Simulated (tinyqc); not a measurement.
Inside a calculation. Method: Hueckel theory of the pi electrons, for the molecule C=C(O)F (SMILES; centres numbered as the heavy atoms are written). One step of it, computed by the program tinyqc.

Question. Energy, charges, bond orders. E = sum n x; q_r = z_r - P_rr; bond order p = P_rs; free valence = sqrt(3) - sum of p over the bonds of the atom.

x values: 3.368654  2.376727  0.723608  -1.168988

occupations: 2.000000  2.000000  2.000000  0.000000

charge and bond-order matrix P, lower triangle:
```
           1C        2C         3O        4F
1C   1.194593
2C   0.941512  0.899384
3O  -0.221266  0.258657   1.939213
4F  -0.163495  0.191124  -0.044916  1.966811
```

Centres:

| centre | z_r, pi electrons of the neutral centre | h |
|---|---|---|
| 1C | 1 | 0.000000 |
| 2C | 1 | 0.000000 |
| 3O | 2 | 2.150000 |
| 4F | 2 | 3.150000 |

Bonds:

| i | j | k |
|---|---|---|
| 1 | 2 | 1 |
| 2 | 3 | 0.780000 |
| 2 | 4 | 0.750000 |

Give: pi energy = 6 alpha + this times beta; pi charges; Bond orders and lengths from R = 1.517 - 0.180 p; free valence of the carbons; gap between the highest filled and the next level.

Answer.

pi energy = 6 alpha + this times beta = 12.9380

pi charges: 1C -0.1946, 2C 0.1006, 3O 0.0608, 4F 0.0332

Bond orders and lengths from R = 1.517 - 0.180 p (angstrom, C-C alone):

| bond | p | R |
|---|---|---|
| 1-2 | 0.9415 | 1.3475 |
| 2-3 | 0.2587 | - |
| 2-4 | 0.1911 | - |

free valence of the carbons: 1C 0.7905, 2C 0.3408

gap between the highest filled and the next level = 1.8926 |beta|
